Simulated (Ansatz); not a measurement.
Relaxation of AlFH5N (8 atoms, charge 0, multiplicity 1), to a largest force component of 0.03 eV/Å in at most 50 steps.

Level of theory: Ansatz, RKS PBE-D4/6-31G.

```xyz
8
Properties=species:S:1:pos:R:3
Al 0.544 1.490 -0.463
F -0.637 1.443 0.851
H 2.099 1.559 -0.041
H -0.032 1.714 -1.952
H -0.833 -0.729 0.853
N -0.396 -1.468 0.301
H -1.006 -1.949 -0.351
H 0.261 -2.059 0.800
```

Problem. Where does it end, and by what steps?

Solution. It converged. Limits of this set-up: no polarisation functions. After 9 steps the energy has fallen by 1.079 eV; H8 moved furthest, 0.65 Å. Joined: Al1–N6.

```
step  energy less start (eV)  largest force component (eV/Å)  accepted
   0                  0.0000                           0.706       yes
   1                 -0.2126                           0.874       yes
   2                 -0.4790                           1.114       yes
   3                 -0.8482                           0.597       yes
   4                 -0.9890                           0.957       yes
   5                 -1.0134                           0.728       yes
   6                 -1.0650                           0.252       yes
   7                 -1.0753                           0.125       yes
   8                 -1.0770                           0.108       yes
   9                 -1.0790                           0.022       yes
```

```xyz
8
Properties=species:S:1:pos:R:3
Al 0.341 0.970 -0.290
F -0.731 1.601 0.961
H 1.925 0.974 0.074
H -0.180 1.149 -1.819
H -0.915 -0.759 0.946
N -0.249 -0.965 0.188
H -0.721 -1.433 -0.594
H 0.530 -1.536 0.533
```

Whether the end is a true minimum wasn't checked by a vibrational analysis.

Time of the run: 16 s on 1 thread of Intel(R) Xeon(R) Platinum 8375C CPU @ 2.90GHz (Ice Lake) (shared host), peak memory 0.14 GiB.
